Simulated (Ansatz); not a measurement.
For bcc Fe, LDA (PAW; Ansatz, an electronic-structure program) gives:

```
Item                  Value
------------------  -------
lattice constant a  2.750 Å
bulk modulus B0     249 GPa
magnetic moment     1.99 μB
```

Question: What does PBE0 (Ansatz, PAW) give for the same quantities?

Answer: 
- lattice constant a: 2.910 Å (goes up by 5.8 %)
- bulk modulus: 170 GPa (falls by 32 %)
- magnetic moment: 2.87 μB (grows by 0.88 μB)

For comparison: lattice constant a 2.853 Å (measured, static lattice: zero-point anharmonic expansion removed; as tabulated in Mejia-Rodriguez and Trickey (2018), arXiv:1807.09216); bulk modulus 174 GPa (measured, corrected for temperature and zero-point phonon effects, our sources range from 170 to 175; as tabulated in Levämäki et al. (2014), arXiv:1402.3671).

Changes are worked out from the printed values.

Unless a cell is named, each level is at its own relaxed cell (LDA 10.40, PBE0 12.32 Å³/atom).

Spin-polarised runs: LDA (parallel moments), PBE0 (parallel moments).

Ansatz's density-functional and Hartree–Fock values are scalar-relativistic unless marked +SOC, with PAW data made under PBE.
